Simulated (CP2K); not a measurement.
**COF2 (carbonyl fluoride), step by step**

Aim: a series of 8 runs (HSE06/TZVP-MOLOPT-PBE0-GTH, UHSE06/TZVP-MOLOPT-PBE0-GTH) of CF2O. The setting varied is the cutoff. 

Program for the calculation: CP2K 2026.2.

8 further runs of the same task are left out: 8 set aside as unsound or not needed.

**1. The system as given**

COF2: 4 atoms, total charge 0, spin state singlet. SMILES: `O=C(F)F`. The shape is that of a PBE0-D4/def2-TZVP optimisation.

Bond lengths: O1–C2 1.169 Å, C2–F3 1.309 Å, C2–F4 1.309 Å. Angles: O1–C2–F3 126.1°, O1–C2–F4 126.1°, F3–C2–F4 107.8°.

**2. Energy and forces at HSE06/TZVP-MOLOPT-PBE0-GTH (core potential, admm exchange PBEX, admm type ADMM2) (run 1)**

qs.inp reads:

```
&GLOBAL
  PROJECT_NAME qs
  RUN_TYPE ENERGY_FORCE
  PRINT_LEVEL MEDIUM
&END GLOBAL
&FORCE_EVAL
  METHOD Quickstep
  &DFT
    BASIS_SET_FILE_NAME BASIS_MOLOPT_UZH
    BASIS_SET_FILE_NAME BASIS_ADMM_UZH
    POTENTIAL_FILE_NAME POTENTIAL_UZH
    CHARGE 0
    MULTIPLICITY 1
    &QS
      METHOD GPW
      EPS_DEFAULT 1.0E-10
    &END QS
    &MGRID
      CUTOFF 350
      REL_CUTOFF 50
      NGRIDS 4
    &END MGRID
    ! isolated system
    &POISSON
      PERIODIC NONE
      POISSON_SOLVER MULTIPOLE
    &END POISSON
    ! SCF settings
    &SCF
      SCF_GUESS ATOMIC
      EPS_SCF 1.0E-06
      MAX_SCF 100
      ADDED_MOS 5
      &DIAGONALIZATION
        ALGORITHM STANDARD
      &END DIAGONALIZATION
      &MIXING
        METHOD DIRECT_P_MIXING
        ALPHA 0.4
      &END MIXING
    &END SCF
    ! functional
    &XC
      &XC_FUNCTIONAL
        &HYB_GGA_XC_HSE06
        &END HYB_GGA_XC_HSE06
      &END XC_FUNCTIONAL
      &HF
        FRACTION 0.25
        &SCREENING
          EPS_SCHWARZ 1.0E-09
          SCREEN_ON_INITIAL_P F
        &END SCREENING
        &INTERACTION_POTENTIAL
          POTENTIAL_TYPE SHORTRANGE
          OMEGA 0.11
        &END INTERACTION_POTENTIAL
        &MEMORY
          MAX_MEMORY 1750
        &END MEMORY
      &END HF
    &END XC
    &AUXILIARY_DENSITY_MATRIX_METHOD
      ADMM_TYPE ADMM2
      EXCH_CORRECTION_FUNC PBEX
    &END AUXILIARY_DENSITY_MATRIX_METHOD
    ! extra output
    &PRINT
      &MOMENTS
        PERIODIC F
        REFERENCE COM
        MAX_MOMENT 1
      &END MOMENTS
      &MO ON
        ENERGIES T
        OCCUPATION_NUMBERS T
        NDIGITS 6
        &EACH
          QS_SCF 0
        &END EACH
        ADD_LAST NUMERIC
      &END MO
      &HIRSHFELD OFF
      &END HIRSHFELD
    &END PRINT
  &END DFT
  ! structure
  &SUBSYS
    &CELL
      ABC [angstrom] 9.1 8.8 8
      PERIODIC NONE
    &END CELL
    &COORD
      UNIT bohr
      O     -2.3482871    -0.2974429     0.2908477
      C     -0.1735336    -0.0219775     0.0214862
      F      1.5977445    -1.5621799     0.8025100
      F      0.9240572     1.8816003    -1.1148628
    &END COORD
    &TOPOLOGY
      &CENTER_COORDINATES
      &END CENTER_COORDINATES
    &END TOPOLOGY
    &KIND O
      BASIS_SET ORB TZVP-MOLOPT-PBE0-GTH-q6
      BASIS_SET AUX_FIT admm-dzp-q6
      POTENTIAL GTH-PBE0-q6
    &END KIND
    &KIND C
      BASIS_SET ORB TZVP-MOLOPT-PBE0-GTH-q4
      BASIS_SET AUX_FIT admm-dzp-q4
      POTENTIAL GTH-PBE0-q4
    &END KIND
    &KIND F
      BASIS_SET ORB TZVP-MOLOPT-PBE0-GTH-q7
      BASIS_SET AUX_FIT admm-dzp-q7
      POTENTIAL GTH-PBE0-q7
    &END KIND
  &END SUBSYS
  ! extra output
  &PRINT
    &FORCES ON
    &END FORCES
  &END PRINT
&END FORCE_EVAL
```

Command:

```bash
$ OMP_NUM_THREADS=2 cp2k.psmp qs.inp > qs.out
```

Standard output:

```text
CP2K| version string:                                       CP2K version 2026.2
[...]
 GLOBAL| Method name                                                        CP2K
[...]
 GLOBAL| Run type                                                   ENERGY_FORCE
[...]
 DFT| Spin restricted Kohn-Sham (RKS) calculation                            RKS
 DFT| Multiplicity                                                             1
[...]
 DFT| Charge                                                                   0
[...]
 FUNCTIONAL| HYB_GGA_XC_HSE06:
[...]
 QS| Method:                                                                 GPW
[...]
 QS| Density cutoff [a.u.]:                                                175.0
[...]
 QS| Relative density cutoff [a.u.]:                                        25.0
[...]
                             - Atoms:                                          4
[...]
                             - Spherical basis functions:                     68
[...]
 Number of electrons:                                                         24
[...]
     1 P_Mix/Diag. 0.40E+00    1.9     2.78883787       -67.8370951318 -6.78E+01
[...]
    15 DIIS/Diag.  0.43E-05    1.5     0.00000093       -70.0854151919 -8.82E-12
  *** SCF run converged in    15 steps ***
[...]
  Overlap energy of the core charge distribution:               0.00000161332740
  Self energy of the core charge distribution:               -185.62203725718567
  Core Hamiltonian energy:                                     52.24085067491896
  Hartree energy:                                              77.73396320610405
  Exchange-correlation energy:                                -11.74945532098529
  Hartree-Fock Exchange energy:                                -2.68873810810027
  Total energy:                                               -70.08541519192080
[...]
                     Mulliken Population Analysis
 #  Atom  Element  Kind  Atomic population                           Net charge
       1     O        1          6.282181                             -0.282181
       2     C        2          3.330270                              0.669730
       3     F        3          7.193758                             -0.193758
       4     F        3          7.193792                             -0.193792
 # Total charge                             24.000000                  0.000000
[...]
  Dipole moment [Debye]
    X=  0.1123995E+01 Y=  0.1427512E+00 Z= -0.1399275E+00  Total=      1.1416319
  Decoupling Energy:                                               0.0000379749
 ENERGY| Total FORCE_EVAL ( QS ) energy [hartree]            -70.085415191926245
 FORCES| Atomic forces [hartree/bohr]
 FORCES|   Atom     x               y               z               |f|
 FORCES|      1 -2.13395518E-02 -5.96570455E-03  3.59740861E-03   2.24478830E-02
 FORCES|      2  1.57551662E-03  4.68123199E-04 -4.25384232E-04   1.69774665E-03
 FORCES|      3  1.05381131E-02 -8.83257099E-03  3.27512252E-03   1.41347998E-02
 FORCES|      4  6.32818158E-03  6.59067211E-03 -7.51421027E-03   1.18298858E-02
 FORCES| Sum    -2.89774054E-03 -7.73948023E-03 -1.06706337E-03
 FORCES| Total atomic force                                       8.33277137E-03
[...]
```

Wall time 27 s (2 threads of Intel Xeon Platinum 8488C (Sapphire Rapids), shared host); peak memory 0.8 GiB.

**3. The doublet cation: energy and gradient at UHSE06/TZVP-MOLOPT-PBE0-GTH (core potential, admm exchange PBEX, admm type ADMM2) (run 2)**

run.inp reads:

```
&GLOBAL
  PROJECT_NAME run
  RUN_TYPE ENERGY_FORCE
  PRINT_LEVEL MEDIUM
&END GLOBAL

&FORCE_EVAL
  METHOD Quickstep
  &DFT
    BASIS_SET_FILE_NAME BASIS_MOLOPT_UZH
    BASIS_SET_FILE_NAME BASIS_ADMM_UZH
    POTENTIAL_FILE_NAME POTENTIAL_UZH
    CHARGE 1
    MULTIPLICITY 2
    UKS T
    &QS
      METHOD GPW
      EPS_DEFAULT 1.0E-10
    &END QS
    &MGRID
      CUTOFF 350
      REL_CUTOFF 50
      NGRIDS 4
    &END MGRID
    &POISSON
      PERIODIC NONE
      POISSON_SOLVER MULTIPOLE
    &END POISSON
    &SCF
      SCF_GUESS ATOMIC
      EPS_SCF 1.0E-06
      MAX_SCF 50
      &OT
        MINIMIZER DIIS
        PRECONDITIONER FULL_ALL
      &END OT
      &OUTER_SCF
        EPS_SCF 1.0E-06
        MAX_SCF 10
      &END OUTER_SCF
    &END SCF
    &XC
      &XC_FUNCTIONAL
        &HYB_GGA_XC_HSE06
        &END HYB_GGA_XC_HSE06
      &END XC_FUNCTIONAL
      &HF
        FRACTION 0.25
        &SCREENING
          EPS_SCHWARZ 1.0E-09
        &END SCREENING
        &INTERACTION_POTENTIAL
          POTENTIAL_TYPE SHORTRANGE
          OMEGA 0.11
        &END INTERACTION_POTENTIAL
        &MEMORY
          MAX_MEMORY 1750
        &END MEMORY
      &END HF
    &END XC
    &AUXILIARY_DENSITY_MATRIX_METHOD
      ADMM_TYPE ADMM2
      EXCH_CORRECTION_FUNC PBEX
    &END AUXILIARY_DENSITY_MATRIX_METHOD
    &PRINT
      &MOMENTS
        PERIODIC F
        REFERENCE COM
        MAX_MOMENT 1
      &END MOMENTS
      &MO_CUBES
        NLUMO 3
        NHOMO -1
        WRITE_CUBE F
      &END MO_CUBES
      &HIRSHFELD OFF
      &END HIRSHFELD
    &END PRINT
  &END DFT
  &SUBSYS
    &CELL
      ABC 9.1 8.8 8
      PERIODIC NONE
    &END CELL
    &COORD
      UNIT bohr
      O     -2.3482871    -0.2974429     0.2908477
      C     -0.1735336    -0.0219775     0.0214862
      F      1.5977445    -1.5621799     0.8025100
      F      0.9240572     1.8816003    -1.1148628
    &END COORD
    &TOPOLOGY
      &CENTER_COORDINATES
      &END CENTER_COORDINATES
    &END TOPOLOGY
    &KIND O
      BASIS_SET ORB TZVP-MOLOPT-PBE0-GTH-q6
      BASIS_SET AUX_FIT admm-dzp-q6
      POTENTIAL GTH-PBE0-q6
    &END KIND
    &KIND C
      BASIS_SET ORB TZVP-MOLOPT-PBE0-GTH-q4
      BASIS_SET AUX_FIT admm-dzp-q4
      POTENTIAL GTH-PBE0-q4
    &END KIND
    &KIND F
      BASIS_SET ORB TZVP-MOLOPT-PBE0-GTH-q7
      BASIS_SET AUX_FIT admm-dzp-q7
      POTENTIAL GTH-PBE0-q7
    &END KIND
  &END SUBSYS
  &PRINT
    &FORCES ON
    &END FORCES
  &END PRINT
&END FORCE_EVAL
```

Command:

```bash
$ OMP_NUM_THREADS=2 cp2k.psmp -i run.inp > run.out 2>&1
```

Standard output:

```text
CP2K| version string:                                       CP2K version 2026.2
[...]
 GLOBAL| Method name                                                        CP2K
[...]
 GLOBAL| Run type                                                   ENERGY_FORCE
[...]
 DFT| Spin unrestricted (spin-polarized) Kohn-Sham calculation               UKS
 DFT| Multiplicity                                                             2
[...]
 DFT| Charge                                                                   1
[...]
 FUNCTIONAL| HYB_GGA_XC_HSE06:
[...]
 QS| Method:                                                                 GPW
[...]
 QS| Density cutoff [a.u.]:                                                175.0
[...]
 QS| Relative density cutoff [a.u.]:                                        25.0
[...]
                             - Atoms:                                          4
[...]
                             - Spherical basis functions:                     68
[...]
 Number of electrons:                                                         12
[...]
     1 OT DIIS     0.15E+00    3.6     0.07080314       -67.2255422122 -6.72E+01
[...]
    35 OT DIIS     0.15E+00    3.0     0.00000082       -69.5931103137 -1.09E-09
  *** SCF run converged in    35 steps ***
[...]
  Overlap energy of the core charge distribution:               0.00000161332740
  Self energy of the core charge distribution:               -185.62203725718567
  Core Hamiltonian energy:                                     51.54248590946113
  Hartree energy:                                              78.49394326077071
  Exchange-correlation energy:                                -11.40548287018895
  Hartree-Fock Exchange energy:                                -2.60202096989061
  Total energy:                                               -69.59311031370598
[...]
                     Mulliken Population Analysis
 #  Atom  Element  Kind  Atomic population (alpha,beta) Net charge  Spin moment
       1     O        1         3.311106     2.440907     0.247988     0.870199
       2     C        2         1.582225     1.649388     0.768387    -0.067163
       3     F        3         3.553312     3.454821    -0.008133     0.098491
       4     F        3         3.553358     3.454884    -0.008242     0.098474
 # Total charge and spin       12.000000    11.000000     1.000000     1.000000
[...]
  Dipole moment [Debye]
    X= -0.1380894E+01 Y= -0.1744238E+00 Z=  0.1712242E+00  Total=      1.4023583
[...]
 WARNING : did not converge in ot_eigensolver
 number of iterations          299  exceeded maximum
 current gradient / target gradient   1.4254989318082523E-004  /    1.0000000000000001E-005
[...]
 WARNING : did not converge in ot_eigensolver
 number of iterations          299  exceeded maximum
 current gradient / target gradient   1.7298133309638763E-004  /    1.0000000000000001E-005
[...]
 HOMO - LUMO gap [eV] :    3.845268
[...]
 ENERGY| Total FORCE_EVAL ( QS ) energy [hartree]            -69.593110314068113
 FORCES| Atomic forces [hartree/bohr]
 FORCES|   Atom     x               y               z               |f|
 FORCES|      1 -1.21755573E-01 -1.79658785E-02  1.56703197E-02   1.24067527E-01
 FORCES|      2  2.08061398E-01  2.66634340E-02 -2.60021247E-02   2.11368386E-01
 FORCES|      3 -4.68452834E-02  8.25100180E-03 -3.13105727E-03   4.76693101E-02
 FORCES|      4 -4.07738623E-02 -2.36869260E-02  1.21048574E-02   4.86837333E-02
 FORCES| Sum    -1.31332061E-03 -6.73836874E-03 -1.35800489E-03
 FORCES| Total atomic force                                       6.99818559E-03
[...]
```

Run time: 1.8 min. Hardware: 2 threads of Intel Xeon Platinum 8488C (Sapphire Rapids), shared host; peak memory 0.97 GiB.

Runs 3 to 5 aren't shown in full; the table further down has their settings and results.

**4. The doublet cation: energy and forces at UHSE06/TZVP-MOLOPT-PBE0-GTH (core potential, admm exchange PBEX, admm type ADMM2) (run 6)**

qs.inp, as its differences from that of step 2:

```diff
@@ -1,3 +1,3 @@
 &GLOBAL
-  PROJECT_NAME qs
+  PROJECT qs
   RUN_TYPE ENERGY_FORCE
@@ -6,3 +6,3 @@
 &FORCE_EVAL
-  METHOD Quickstep
+  METHOD QUICKSTEP
   &DFT
@@ -11,4 +11,5 @@
     POTENTIAL_FILE_NAME POTENTIAL_UZH
-    CHARGE 0
-    MULTIPLICITY 1
+    CHARGE 1
+    MULTIPLICITY 2
+    UKS T
     &QS
@@ -18,3 +19,3 @@
     &MGRID
-      CUTOFF 350
+      CUTOFF 600
       REL_CUTOFF 50
@@ -22,3 +23,2 @@
     &END MGRID
-    ! isolated system
     &POISSON
@@ -27,3 +27,2 @@
     &END POISSON
-    ! SCF settings
     &SCF
@@ -31,13 +30,12 @@
       EPS_SCF 1.0E-06
-      MAX_SCF 100
-      ADDED_MOS 5
-      &DIAGONALIZATION
-        ALGORITHM STANDARD
-      &END DIAGONALIZATION
-      &MIXING
-        METHOD DIRECT_P_MIXING
-        ALPHA 0.4
-      &END MIXING
+      MAX_SCF 50
+      &OT
+        MINIMIZER DIIS
+        PRECONDITIONER FULL_ALL
+      &END OT
+      &OUTER_SCF
+        EPS_SCF 1.0E-06
+        MAX_SCF 10
+      &END OUTER_SCF
     &END SCF
-    ! functional
     &XC
@@ -51,3 +49,2 @@
           EPS_SCHWARZ 1.0E-09
-          SCREEN_ON_INITIAL_P F
         &END SCREENING
@@ -66,3 +63,2 @@
     &END AUXILIARY_DENSITY_MATRIX_METHOD
-    ! extra output
     &PRINT
@@ -73,11 +69,7 @@
       &END MOMENTS
-      &MO ON
-        ENERGIES T
-        OCCUPATION_NUMBERS T
-        NDIGITS 6
-        &EACH
-          QS_SCF 0
-        &END EACH
-        ADD_LAST NUMERIC
-      &END MO
+      &MO_CUBES
+        NLUMO 3
+        NHOMO -1
+        WRITE_CUBE F
+      &END MO_CUBES
       &HIRSHFELD OFF
@@ -86,6 +78,5 @@
   &END DFT
-  ! structure
   &SUBSYS
     &CELL
-      ABC [angstrom] 9.1 8.8 8
+      ABC 9.1 8.8 8
       PERIODIC NONE
@@ -119,3 +110,2 @@
   &END SUBSYS
-  ! extra output
   &PRINT
```

Command:

```bash
$ OMP_NUM_THREADS=2 cp2k.psmp -i qs.inp > qs.out 2>&1
```

Standard output:

```text
CP2K| version string:                                       CP2K version 2026.2
[...]
 GLOBAL| Method name                                                        CP2K
[...]
 GLOBAL| Run type                                                   ENERGY_FORCE
[...]
 DFT| Spin unrestricted (spin-polarized) Kohn-Sham calculation               UKS
 DFT| Multiplicity                                                             2
[...]
 DFT| Charge                                                                   1
[...]
 FUNCTIONAL| HYB_GGA_XC_HSE06:
[...]
 QS| Method:                                                                 GPW
[...]
 QS| Density cutoff [a.u.]:                                                300.0
[...]
 QS| Relative density cutoff [a.u.]:                                        25.0
[...]
                             - Atoms:                                          4
[...]
                             - Spherical basis functions:                     68
[...]
 Number of electrons:                                                         12
[...]
     1 OT DIIS     0.15E+00    9.1     0.07080145       -67.2248645180 -6.72E+01
[...]
    35 OT DIIS     0.15E+00    8.2     0.00000082       -69.5926103210 -1.08E-09
  *** SCF run converged in    35 steps ***
[...]
  Overlap energy of the core charge distribution:               0.00000161332740
  Self energy of the core charge distribution:               -185.62203725718567
  Core Hamiltonian energy:                                     51.54143088615598
  Hartree energy:                                              78.49509833532899
  Exchange-correlation energy:                                -11.40502011929391
  Hartree-Fock Exchange energy:                                -2.60208377935963
  Total energy:                                               -69.59261032102683
[...]
                     Mulliken Population Analysis
 #  Atom  Element  Kind  Atomic population (alpha,beta) Net charge  Spin moment
       1     O        1         3.311043     2.440799     0.248158     0.870244
       2     C        2         1.582228     1.649277     0.768494    -0.067049
       3     F        3         3.553329     3.454969    -0.008298     0.098360
       4     F        3         3.553399     3.454955    -0.008354     0.098444
 # Total charge and spin       12.000000    11.000000     1.000000     1.000000
[...]
  Dipole moment [Debye]
    X= -0.1381910E+01 Y= -0.1741773E+00 Z=  0.1710671E+00  Total=      1.4033095
[...]
 WARNING : did not converge in ot_eigensolver
 number of iterations          299  exceeded maximum
 current gradient / target gradient   2.1281350801210139E-004  /    1.0000000000000001E-005
[...]
 WARNING : did not converge in ot_eigensolver
 number of iterations          299  exceeded maximum
 current gradient / target gradient   1.6889492794744667E-004  /    1.0000000000000001E-005
[...]
 HOMO - LUMO gap [eV] :    3.849089
[...]
 ENERGY| Total FORCE_EVAL ( QS ) energy [hartree]            -69.592610321391263
 FORCES| Atomic forces [hartree/bohr]
 FORCES|   Atom     x               y               z               |f|
 FORCES|      1 -1.23516833E-01 -1.53835373E-02  1.51943996E-02   1.25395100E-01
 FORCES|      2  2.08760457E-01  2.64443549E-02 -2.58070863E-02   2.12005279E-01
 FORCES|      3 -4.53149875E-02  6.07844737E-03  8.72987564E-04   4.57291781E-02
 FORCES|      4 -4.03523281E-02 -1.61616897E-02  1.10355232E-02   4.48474455E-02
 FORCES| Sum    -4.23691533E-04  9.77575227E-04  1.29582410E-03
 FORCES| Total atomic force                                       1.67759588E-03
[...]
```

Run time: 5.4 min. Hardware: 2 threads of Intel Xeon Platinum 8488C (Sapphire Rapids), shared host; peak memory 1.6 GiB.

Run 7 isn't shown in full; the table further down has it.

[end of part 1 of 2]
